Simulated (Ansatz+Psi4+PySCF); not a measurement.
The numbers below are computed, except where a source is named.
## Psi4 1.11 run

```
molecule {
0 2
Si 0.000000 0.000000 0.000000
N 1.237000 0.634900 0.729200
}

basis {
assign N cc-pVTZ
assign Si cc-pV(T+d)Z
}
set reference uhf
set scf_type pk
energy('scf')
```

The input is written out from the run's settings.

The run gave:

* Converged: yes
* Total energy: -343.30435 hartree
* Spin squared of the determinant: 1.182
* Occupied orbitals by symmetry in an Abelian subgroup (alpha; beta): 7 A1 2 B1 2 B2; 6 A1 2 B1 2 B2

This is not the lowest solution: another run reaches a determinant 0.11 eV lower. Caution: the unrestricted determinant is spin contaminated.
